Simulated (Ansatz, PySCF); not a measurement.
This Ansatz (a first-principles code) input computes a PBE/def2-TZVPD energy:

Ansatz 0.2 input:
```yaml
crystal:
  periodic: [false, false, false]
  atoms:
    - {symbol: O, position_ang: [0.00702152, 0.00134342, 0.11666744]}
    - {symbol: H, position_ang: [-0.04995842, 0.75929218, -0.47415850]}
    - {symbol: H, position_ang: [-0.00621371, -0.77003954, -0.45918106]}
basis:
  gaussian:
    orbitals: def2-TZVPD
hamiltonian:
  xc: {name: PBE}
output: {forces: true}
```

Q: Write an input for the same energy in PySCF and say what it gives.

A: 
```python
from pyscf import gto, scf, dft

mol = gto.M(
    atom='''
    O     0.00702152    0.00134342    0.11666744
    H    -0.04995842    0.75929218   -0.47415850
    H    -0.00621371   -0.77003954   -0.45918106
    ''',
    basis='def2-tzvpd',
    charge=0,
    spin=0,
    verbose=4,
)

mf = dft.RKS(mol, xc='pbe').density_fit(auxbasis='def2-universal-jkfit')
mf.grids.level = 3
mf.conv_tol = 1e-9
mf.max_cycle = 100
mf.max_memory = 1500
mf.kernel()
if not mf.converged:
    mf = mf.newton()
    mf.kernel(mf.make_rdm1())
mf.analyze()
```
It gives -76.38115 Eh, and Ansatz -76.38111 Eh, a difference of 0.04 mEh, from the treatment of integrals and grids.
